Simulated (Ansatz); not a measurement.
# One elementary step

Start structure (C2H8Si, singlet), relaxed at PBE0-D4/def2-TZVP:

```json
{"atom": "Si1", "x (Å)": "-1.0208", "y (Å)": "1.4037", "z (Å)": "-0.9668"}
{"atom": "H2", "x (Å)": "0.2907", "y (Å)": "1.2077", "z (Å)": "-1.6332"}
{"atom": "H3", "x (Å)": "-1.7959", "y (Å)": "0.1387", "z (Å)": "-0.9982"}
{"atom": "H4", "x (Å)": "-1.7812", "y (Å)": "2.4570", "z (Å)": "-1.6907"}
{"atom": "H5", "x (Å)": "-0.8127", "y (Å)": "1.8358", "z (Å)": "0.4374"}
{"atom": "C6", "x (Å)": "0.3506", "y (Å)": "-1.2706", "z (Å)": "1.2280"}
{"atom": "C7", "x (Å)": "1.3566", "y (Å)": "-1.0780", "z (Å)": "0.3899"}
{"atom": "H8", "x (Å)": "0.2572", "y (Å)": "-0.7002", "z (Å)": "2.1457"}
{"atom": "H9", "x (Å)": "-0.4226", "y (Å)": "-2.0051", "z (Å)": "1.0301"}
{"atom": "H10", "x (Å)": "2.1289", "y (Å)": "-0.3421", "z (Å)": "0.5866"}
{"atom": "H11", "x (Å)": "1.4493", "y (Å)": "-1.6468", "z (Å)": "-0.5289"}
```

The step: C₂H₄ (C=C) + SiH₄ → C₂H₈Si (CC[SiH3]); bonds formed: Si1–C6, H2–C7; bonds broken: Si1–H2. Program: Ansatz 0.2.0. Basis: def2-TZVPP and def2-QZVPP. Cores are frozen in the correlated methods. Extrapolation: Hartree–Fock as exp(−7.88 √X), correlation as X^−2.97. Energies below are by CCSD(T) at an estimated basis limit (MP2 extrapolated from triple and quadruple zeta, plus CCSD(T) − MP2 in triple zeta).

**Question.** What are the electronic barrier and the energy of the step, from the start structure to the end structure? (Judge from chemistry; the value comes from the calculation.)

**Answer.** Computed: Barrier 2.272 eV; step energy -1.342 eV (downhill); reverse barrier, their difference, 3.615 eV. Barrier and step energy count from the start structure, the reverse barrier from the end structure.

The saddle point: One imaginary mode of 1049i cm⁻¹.
| pair | start (Å) | saddle (Å) | end (Å) |
| --- | --- | --- | --- |
| Si1–C6 | 3.72 | 2.19 | 1.88 |
| H2–C7 | 3.23 | 1.62 | 1.09 |
| Si1–H2 | 1.48 | 1.60 | 3.06 |

Zero-point energy (harmonic, PBE0-D4): ZPE is 2.266 eV at the start and 2.323 eV at the saddle, so the barrier goes from 2.272 to 2.329 eV.

T1 diagnostic: at most 0.017.

For scale, one of the runs: CCSD(T)/def2-TZVPP, 216 basis functions, launched by `ansatz run in.yaml --threads 2 --pin off --events-out ev --progress --plain --max-ram 4352MiB`. Hardware: 2 CPU threads of an Arm Neoverse V1, shared host. Wall time 74 s; peak host memory 3.1 GiB.
